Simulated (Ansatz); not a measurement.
CH, SMILES `[CH+]` (excited triplet) (charge 1, multiplicity 3). This triplet is an excited state, 1.21 eV above the relaxed singlet at the level composite: frozen-core CCSD(T) with HF/cc-pV5Z and the correlation energy extrapolated as X^-3 from cc-pVQZ and cc-pV5Z, plus full CI minus CCSD(T) in cc-pVDZ // B3LYP-D3(BJ)/def2-TZVP (Ansatz, an electronic-structure program).

These are HSE06/cc-pVTZ // B3LYP-D3(BJ)/def2-TZVP (Ansatz) values and carry that method's errors.

Ansatz 0.2 input:
```yaml
crystal:
  periodic: [false, false, false]
  atoms:
    - { symbol: C, position_ang: [0.571242, -0.000003, -0.000002] }
    - { symbol: H, position_ang: [-0.571242, 0.000003, 0.000002] }
basis:
  gaussian: { orbitals: cc-pVTZ }
hamiltonian:
  xc: hse06
total_charge: 1
magnetization:
  spin_polarized: true
  initial_magnetization: 2
```

Output:

```
Functional definition: HSE06
233 factors; their error is unknown
25 factors; integrals over basis functions are off by at most 1.1e-5 eV
mean field evaluation 1: about -1033.5802 eV, gradient 1.1e1 eV
mean field evaluation 2: about -1034.0943 eV, gradient 4.3e0 eV
mean field evaluation 4: about -1034.1915 eV, gradient 2.0e-1 eV
mean field evaluation 8: about -1034.1897 eV, gradient 1.2e-3 eV
mean field -1034.18966684 eV, -38.0057692573 hartree, gradient 7.3e-6 eV, S^2 2.001707; 0 other end points of the search recorded, 0 dependent functions left out
reference -1034.18968823 eV, -38.0057700437 hartree; 4, 2 occupied and 40, 42 virtual orbitals, 233 factors
Total energy: -1034.18968823 eV, -38.0057700437 hartree
```
